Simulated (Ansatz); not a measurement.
The input, for Ansatz 0.2.0:

```yaml
crystal:
  periodic: [false, false, false]
  atoms:
    - {symbol: Ga, position_ang: [-0.248834, 0.000000, 0.255910]}
    - {symbol: Li, position_ang: [0.199033, 0.000000, -2.048165]}
    - {symbol: H, position_ang: [0.049801, 0.000000, 1.792255]}
basis:
  gaussian: {orbitals: cc-pVDZ}
magnetization: {spin_polarized: false, initial_magnetization: 3}
correlation: {active_space: {window: {electrons: 3, orbitals: 4}, fixed_orbitals: true, states: [{multiplicity: 4, weights: [0.5, 0.5, 1, 0.5]}], root: 3}}
scf: {lower_state_search: light}
```

```sh
$ ansatz run in.yaml --threads 1 --pin off --events-out ev --progress --plain --max-ram 2393MiB
```

The program prints:

```
862 factors; integrals over basis functions are off by at most 1.7e-7 eV
mean field evaluation 1: about -52548.0623 eV, gradient 6.0e0 eV
mean field evaluation 2: about -52548.0755 eV, gradient 6.0e0 eV
mean field evaluation 4: about -52549.1343 eV, gradient 1.8e0 eV
mean field evaluation 8: about -52549.3065 eV, gradient 3.1e-3 eV
mean field evaluation 16: about -52549.3033 eV, gradient 4.6e-1 eV
mean field evaluation 32: about -52549.3065 eV, gradient 1.3e-6 eV
mean field -52549.30653038 eV, -1931.1513957923 hartree, gradient 1.3e-6 eV, S^2 3.750000; 4 other end points of the search recorded, 0 dependent functions left out
reference -52549.30653038 eV, -1931.1513957923 hartree; 19, 16 occupied and 27, 30 virtual orbitals, 862 factors
state -52549.30653038 eV, -1931.1513957923 hartree
state -52547.26247898 eV, -1931.0762782889 hartree
state -52547.13975018 eV, -1931.0717680884 hartree
state -52541.58315444 eV, -1930.8675669614 hartree
Total energy: -52541.58315444 eV, -1930.8675669614 hartree
```

Natural occupations, averaged over the states: 0.8000 0.8000 0.8000 0.6000.

Ran on 1 thread of Intel Xeon, shared host: 1.1 s wall, 0.21 GiB peak host memory.
